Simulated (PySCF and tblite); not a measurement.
C3H9N, numbered as in [CH3:1][CH:2]([CH3:3])[NH2:4]. Geometries PBE0-D3(BJ)/def2-SVP; weights from PBE0-D3(BJ)/pcSseg-1 (IEF-PCM, chloroform) energies and GFN2-xTB thermal corrections, with symmetry numbers and mirror pairs. Conformers within 3 kcal/mol (GFN2-xTB free energy) were kept, 4 at most. GIAO shieldings: PBE0/pcSseg-1 (IEF-PCM, chloroform). Shifts are against TMS (¹H), TMS (¹³C), NH3 (¹⁵N) at the same level. Run with PySCF (density fitting) and tblite.

Torsions listed: C1–C2–N4–H4. Of a mirror pair one member is shown.

```tsv
conformer	shape	point group	mirror pair	ΔE(DFT)	Δ(G−E) at 273.15 K	δ H2 (ppm)
1	-55°	C1	yes	0.00	0.00	2.68
2	-178°	Cs	no	0.03	-0.16	3.08
```

Energies in kcal/mol; the thermal term leaves out symmetry numbers and mirror images.

Problem. Work out the weights at 273.15 K and the ¹H shift of H2 under fast exchange.

Solution. RT = 0.543 kcal/mol. Each conformer gets RT ln(σ/g), with σ the rotational symmetry number and g = 2 for a mirror pair: 1: σ = 1, g = 2, G = 0.00 + 0.00 − 0.38 = -0.38, 0.00 above the lowest, exp(−ΔG/RT) = 1.000; 2: σ = 1, g = 1, G = 0.03 − 0.16 + 0.00 = -0.13, 0.24 above the lowest, exp(−ΔG/RT) = 0.637. The sum is 1.637, so the weights are 61.1, 38.9 %. The averaged shift is 2.83 ppm. At 298.15 K it is 2.83 ppm. At 298.15 K the leading conformer alone gives 2.68 ppm and bare DFT energies give 2.87 ppm.


¹⁵N shifts are against a computed isolated NH3 molecule, about 20 ppm from the liquid.